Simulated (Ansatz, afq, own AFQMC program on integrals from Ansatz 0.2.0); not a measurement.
H₂ + NH, triplet: a scan with AFQMC

```yaml
atoms:
  - { symbol: H, position_ang: [-2.0834, 0.0594, 0.0000] }
  - { symbol: H, position_ang: [-1.3384, 0.0594, 0.0000] }
  - { symbol: N, position_ang: [0.2116, 0.0594, 0.0000] }
  - { symbol: H, position_ang: [0.4807, -0.9448, 0.0000] }
```

A hydrogen atom is moved from one rigid fragment to the other; the H1–H2 distance tells how far. The two fragments are held close together, so this isn't a minimum-energy path and the start is a compressed complex. Energies in kcal/mol count from this geometry (0.745 Å) at the same level; the start stands on UHF, each point on the determinant named.

Basis cc-pVTZ. Only valence electrons are correlated. Ansatz 0.2.0 and our own AFQMC program on the same integrals; the CISD trial comes from CCSD amplitudes, and released means the phaseless constraint is let go. ± is one standard error of the sampling.

Cautions, each for one point or more: lower spins were not checked; the ph-AFQMC/CISD walk drifts between its halves; unrestricted determinant slightly spin contaminated.

| r(H1–H2) / Å | det. | T1 | weight | ⟨S²⟩ | MP2 | HF | CCSD(T) |
| --- | --- | --- | --- | --- | --- | --- | --- |
| 0.891 | UHF | 0.020 | 0.92 | 2.04 | 6.7 | 9.7 | 5.5 |
| 0.964 | UHF | 0.022 | 0.92 | 2.06 | 10.1 | 14.9 | 8.5 |
| 1.036 | UHF | 0.022 | 0.92 | 2.07 | 10.8 | 17.5 | 9.7 |
| 1.109 | UHF | 0.019 | 0.92 | 2.06 | 8.4 | 16.7 | 8.9 |
| 1.255 | UHF | 0.015 | 0.93 | 2.02 | 2.7 | 10.7 | 6.2 |

Question: Estimate the curve of CCSDT(Q), counted from the same start.

Answer: 
```json
{"r(H1–H2) / Å": "0.891", "det.": "UHF", "T1": "0.020", "weight": "0.92", "⟨S²⟩": "2.04", "CCSDT(Q)": "5.4", "ph-AFQMC/CISD": "5.5 ± 0.06"}
{"r(H1–H2) / Å": "0.964", "det.": "UHF", "T1": "0.022", "weight": "0.92", "⟨S²⟩": "2.06", "CCSDT(Q)": "8.4", "ph-AFQMC/CISD": "8.5 ± 0.09"}
{"r(H1–H2) / Å": "1.036", "det.": "UHF", "T1": "0.022", "weight": "0.92", "⟨S²⟩": "2.07", "CCSDT(Q)": "9.6", "ph-AFQMC/CISD": "9.6 ± 0.09"}
{"r(H1–H2) / Å": "1.109", "det.": "UHF", "T1": "0.019", "weight": "0.92", "⟨S²⟩": "2.06", "CCSDT(Q)": "8.8", "ph-AFQMC/CISD": "8.9 ± 0.09"}
{"r(H1–H2) / Å": "1.255", "det.": "UHF", "T1": "0.015", "weight": "0.93", "⟨S²⟩": "2.02", "CCSDT(Q)": "6.2", "ph-AFQMC/CISD": "6.2 ± 0.08"}
```

Weight is that of the determinant in the CISD state; at the start T1 is 0.014 and the weight 0.93, and ⟨S²⟩ is 2.02. Largest departures from CCSDT(Q), at the points where its series has closed: CCSD(T) 0.2 kcal/mol at 1.036 (on UHF), ph-AFQMC/CISD 0.1 kcal/mol at 0.964 (on UHF) (within the noise), MP2 -3.5 kcal/mol at 1.255 (on UHF), HF 7.9 kcal/mol at 1.036 (on UHF).

A walk keeps the symmetry of its determinant, which the program's search chose and which needn't be the lowest solution, so a lower state of the same spin and another symmetry isn't excluded.
